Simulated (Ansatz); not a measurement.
# CH₅N (triplet): from Hartree-Fock to the top rungs at distance N1–H4 along a hydrogen transfer = 1.566 Å, cc-pVDZ

How much of the correlation energy of CH₅N (triplet) does each wave-function method recover here?

Program: Ansatz 0.2.0, Gaussian basis. Level of theory: cc-pVDZ, core rule «outside noble gas», up to 2 orbitals frozen. These are calculated values, not measurements.

To be run: UHF; CCSD(T) on ROHF; CCSD(T) on UHF; BCCD(T) on ROHF; CISD; CCSDT(Q) on ROHF; CCSDT(Q) on UHF; CASSCF and MRCISD+Q, 4 electrons in 4 orbitals; CASSCF and NEVPT2, 4 electrons in 4 orbitals.

### Step 1. The system

The geometry derives from fragments relaxed apart (PBE0/def2-TZVP) and kept rigid, so it is no stationary point. A hydrogen atom is moved between rigid fragments.

7 atoms, charge 0, spin multiplicity 3.

Atoms are counted from 1 here; the program's logs count them from 0.

Bond lengths: N1–H2 1.012 Å, N1–H3 1.012 Å, H4–C5 1.090 Å, C5–H6 1.079 Å, C5–H7 1.079 Å. Angles: H2–N1–H3 107.1°, H4–C5–H6 112.6°, H4–C5–H7 112.6°, H6–C5–H7 134.8°.

As a file:

```xyz
7
CH5N
N    -1.25798   -0.01835   -0.02857
H    -1.55526    0.94948   -0.02857
H    -1.55526   -0.42065    0.85169
H     0.30802   -0.01835   -0.02857
C     1.39802   -0.01835   -0.02857
H     1.81249   -0.01835    0.96759
H     1.81249   -0.01835   -1.02473
```

### Step 2. UHF

in.yaml

```yaml
crystal:
  periodic: [false, false, false]
  atoms:
    - {symbol: N, position_ang: [-1.257982, -0.018354, -0.028568]}
    - {symbol: H, position_ang: [-1.555262, 0.949480, -0.028568]}
    - {symbol: H, position_ang: [-1.555261, -0.420653, 0.851691]}
    - {symbol: H, position_ang: [0.308018, -0.018354, -0.028568]}
    - {symbol: C, position_ang: [1.398018, -0.018354, -0.028568]}
    - {symbol: H, position_ang: [1.812486, -0.018354, 0.967593]}
    - {symbol: H, position_ang: [1.812486, -0.018354, -1.024729]}
basis:
  gaussian: {orbitals: cc-pVDZ}
magnetization: {spin_polarized: true, initial_magnetization: 2}
hamiltonian: {xc: hf}
output: {orbitals: {seedname: orbitals}}
```

Command:

```bash
$ ansatz run in.yaml --threads 1 --pin off --events-out ev --progress --plain --max-ram 2816MiB --backend cpu
```

Further steps of the session: CCSD(T) on ROHF; CCSD(T) on UHF; BCCD(T) on ROHF; CISD; CCSDT(Q) on ROHF; CCSDT(Q) on UHF; CASSCF and MRCISD+Q, 4 electrons in 4 orbitals; CASSCF and NEVPT2, 4 electrons in 4 orbitals.

**Question.** What will the summary of the whole plan be? Wanted: UCCSDT(Q) below the RHF energy; RMP2 from UCCSDT(Q); UMP2 from UCCSDT(Q); RCCSD from UCCSDT(Q); RCCSD(T) from UCCSDT(Q); UCCSD(T) from UCCSDT(Q); RCCSDT(Q) from UCCSDT(Q); NEVPT2 pair from UCCSDT(Q); MRCISD+Q pair from UCCSDT(Q).

**Answer**, as computed:

| quantity | value |
| --- | --- |
| UCCSDT(Q) below the RHF energy | -9.1937 eV |
| RMP2 from UCCSDT(Q) | +1317.6 meV |
| UMP2 from UCCSDT(Q) | +1321.5 meV |
| RCCSD from UCCSDT(Q) | +210.3 meV |
| RCCSD(T) from UCCSDT(Q) | +33.9 meV |
| UCCSD(T) from UCCSDT(Q) | +33.4 meV |
| RCCSDT(Q) from UCCSDT(Q) | +1.3 meV |
| NEVPT2 pair from UCCSDT(Q) | +1301.6 meV |
| MRCISD+Q pair from UCCSDT(Q) | +91.3 meV |
| levels within 1 kcal/mol (43 meV) | RCCSD(T), UCCSD(T), BCCD(T), RCCSDT, UCCSDT, RCCSDT(Q) |
| T1 diagnostic | 0.020 |

**Reading.** RCCSD(T) misses by +33.9 meV, 0.4 % of the correlation energy. Of the multireference levels listed MRCISD+Q pair comes nearest in total energy (+91.3 meV), which doesn't show that its space is the better one. These misses are within one basis, not against nature; the frozen cores of restricted and unrestricted runs differ, which can shift their rows.
